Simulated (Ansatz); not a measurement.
Species, as SMILES: [SH] (SH), doublet.
Atoms: S1, H2. Bonds: S1-H2.

How fast the optimised S1-H2 bond length converges with the basis for several methods (Ansatz, a quantum-chemistry and plane-wave program): deviation from each method's own reference, in Å. References: B3LYP 1.3455 Å, the value in aug-cc-pV(5+d)Z; CCSD(T) 1.3421 Å, the value in def2-QZVPPD; HF 1.3293 Å, the value in aug-cc-pV(5+d)Z; MP2 1.3356 Å, the value in aug-cc-pV(5+d)Z; PBE 1.3557 Å, the value in aug-cc-pV(5+d)Z. Cartesian d functions, on some or all atoms, in 6-31G**, 6-311G**, 6-311+G**; all else is spherical. In correlated methods cores are frozen. Open shells are unrestricted. No added dispersion term, no relativity. The reference of a correlated method is not its basis-set limit, which lies further on.

| basis | functions | B3LYP | CCSD(T) | HF | MP2 | PBE |
|---|---|---|---|---|---|---|
| 6-31G | 15 | 0.0418 | 0.0536 | 0.0318 | 0.0462 | 0.0414 |
| def2-SVP | 23 | 0.0119 | 0.0076 | 0.0088 | 0.0071 | 0.0105 |
| 6-31G** | 24 | 0.0075 | -0.0007 | 0.0016 | -0.0008 | 0.0063 |
| 6-311G** | 33 | 0.0080 | 0.0030 | 0.0055 | 0.0028 | 0.0075 |
| def2-SVPD | 35 | 0.0122 | 0.0114 | 0.0094 | 0.0111 | 0.0112 |
| aug-pcseg-1 | 36 | 0.0148 | 0.0118 | 0.0087 | 0.0110 | 0.0133 |
| 6-311+G** | 37 | 0.0076 | 0.0026 | 0.0053 | 0.0023 | 0.0071 |
| aug-cc-pV(D+d)Z | 41 | 0.0108 | 0.0129 | 0.0087 | 0.0125 | 0.0097 |
| jun-cc-pV(T+d)Z | 62 | 0.0005 | 0.0006 | 0.0010 | 0.0006 | 0.0004 |
| 6-311++G(3df,3pd) | 65 | 0.0009 | 0.0000 | 0.0006 | 0.0000 | 0.0008 |
| aug-cc-pV(T+d)Z | 78 | 0.0006 | 0.0013 | 0.0010 | 0.0012 | 0.0005 |
| cc-pV(Q+d)Z | 94 | 0.0001 | -0.0001 | 0.0003 | 0.0000 | 0.0000 |

Mean absolute deviation over 6-311G**, 6-311+G**, jun-cc-pV(T+d)Z, 6-311++G(3df,3pd), aug-cc-pV(T+d)Z: MP2 0.0014, CCSD(T) 0.0015, HF 0.0027, PBE 0.0033, B3LYP 0.0035 Å.
